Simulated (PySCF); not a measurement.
Job file and geometry (Å, from GFN2-xTB) of an NMR shielding run on `N`, H3N, GIAO BLYP/STO-3G NMR shielding, non-relativistic, gas phase in PySCF 2.14.0, density-fitted response routines; density fitting, a coarse starting grid and PySCF grid level 2 are the driver's defaults:

```
$ OMP_NUM_THREADS=1 python probes_run.py task.json out

{"job": {"kind": "nmr", "xc": "BLYP", "basis": "STO-3G", "pop": false}, "charge": 0, "multiplicity": 1}
N      0.005567     0.002694     0.269341
H      0.924501    -0.196064    -0.106804
H     -0.630350    -0.700539    -0.086466
H     -0.289484     0.898682    -0.098925
```

**Question.** Write the output of this run.

**Answer.** 
```
coarse grid: 2928 points
cycle   1  E = -55.7043524448  dE =  2.114e-02  |g| = 3.668e-01  |ddm| = 2.057e+00
cycle   2  E = -55.7065012677  dE = -2.149e-03  |g| = 3.648e-01  |ddm| = 9.012e-01
cycle   3  E = -55.7471161521  dE = -4.061e-02  |g| = 6.336e-03  |ddm| = 4.695e-01
cycle   4  E = -55.7471387531  dE = -2.260e-05  |g| = 8.858e-05  |ddm| = 2.105e-02
cycle   5  E = -55.7471387560  dE = -2.901e-09  |g| = 9.877e-06  |ddm| = 1.543e-04
final grid: 27112 points
cycle   6  E = -55.7455942075  dE = -3.965e-07  |g| = 3.453e-03  |ddm| = 8.697e-03
cycle   7  E = -55.7455940925  dE =  1.150e-07  |g| = 3.507e-03  |ddm| = 8.768e-03
cycle   8  E = -55.7455978215  dE = -3.729e-06  |g| = 6.570e-06  |ddm| = 4.441e-03
cycle   9  E = -55.7455978216  dE = -2.395e-11  |g| = 6.600e-07  |ddm| = 1.940e-05
converged SCF energy = -55.7455978216

GIAO shielding tensors (ppm)
atom      isotropic    diamagn.    paramagn.     s11        s22        s33       span
  0 N      288.047     309.007     -20.961    277.221    293.443    293.476     16.255
  1 H       33.108      30.503       2.606     27.008     30.103     42.214     15.206
  2 H       33.106      30.501       2.606     27.009     30.101     42.210     15.201
  3 H       33.107      30.501       2.606     27.009     30.101     42.211     15.202
```

Size and cost of the density-fitted run: 8 basis functions, about 0.1 core-seconds.
